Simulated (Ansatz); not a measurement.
One change: `C/C=N/C` becomes `C/C=N/CF`.

Ansatz, PBE0-D4/def2-TZVP geometries, multiplicity 1. Each molecule was computed in one conformer, which needn't be the lowest.

```csv
property,`C/C=N/C`
LUMO energy (PBE0/def2-TZVPP) / eV,0.15
HOMO energy (PBE/def2-TZVPP) / eV,-5.71
HOMO–LUMO gap (PBE0/def2-TZVPP) / eV,7.33
HOMO energy (PBE0/def2-TZVPP) / eV,-7.18
size of the dipole moment (ωB97M-V/def2-TZVPP) / D,1.49
HOMO–LUMO gap (ωB97M-V/def2-TZVPP) / eV,11.95
```

**Question.** Give the same properties after the change, and the shifts. (Estimate.)

**Answer.** The calculation gave: 
```csv
property,`C/C=N/CF`,shift
LUMO energy (PBE0/def2-TZVPP) / eV,-0.47,-0.62
HOMO energy (PBE/def2-TZVPP) / eV,-6.22,-0.51
HOMO–LUMO gap (PBE0/def2-TZVPP) / eV,7.23,-0.10
HOMO energy (PBE0/def2-TZVPP) / eV,-7.70,-0.52
size of the dipole moment (ωB97M-V/def2-TZVPP) / D,3.26,1.77
HOMO–LUMO gap (ωB97M-V/def2-TZVPP) / eV,11.86,-0.09
```

With PBE0 the HOMO falls by 0.52 eV and the LUMO falls by 0.62 eV, so the gap narrows by about 0.10 eV. PBE moves the HOMO by -0.51 eV and ωB97M-V by -0.52 eV. Dipoles are sizes alone; their direction can turn.
